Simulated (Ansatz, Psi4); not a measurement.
**COF2 (carbonyl fluoride): the vertical energy of the triplet above the singlet from total energies**

COF2: 4 atoms, total charge 0, spin state singlet. As SMILES, `O=C(F)F`. The coordinates come from a PBE0-D4/def2-TZVP relaxation.

Both states at this one shape; open shells run unrestricted unless said. 1 Eh = 27.2114 eV.

| level | program | singlet COF2 (Eh) | triplet COF2 (Eh) |
| --- | --- | --- | --- |
| TPSS/aug-cc-pVDZ | Psi4 | -313.091564 | -312.848214 |
| BHLYP/aug-cc-pVDZ | Psi4 | -312.927134 | -312.691368 |
| CAM-B3LYP/aug-cc-pVDZ | Psi4 | -312.975752 | -312.731690 |
| HSE06/aug-cc-pVDZ | Ansatz | -312.741583 | -312.497517 |

Work out the vertical gap, second state less first, at each level.


1. TPSS/aug-cc-pVDZ: -312.848214 − (-313.091564) = 0.243350 Eh = 6.62 eV.
2. BHLYP/aug-cc-pVDZ: -312.691368 − (-312.927134) = 0.235766 Eh = 6.42 eV.
3. CAM-B3LYP/aug-cc-pVDZ: -312.731690 − (-312.975752) = 0.244062 Eh = 6.64 eV.
4. HSE06/aug-cc-pVDZ: -312.497517 − (-312.741583) = 0.244066 Eh = 6.64 eV.

No measured value is set beside it here; the levels span 6.42 to 6.64 eV.
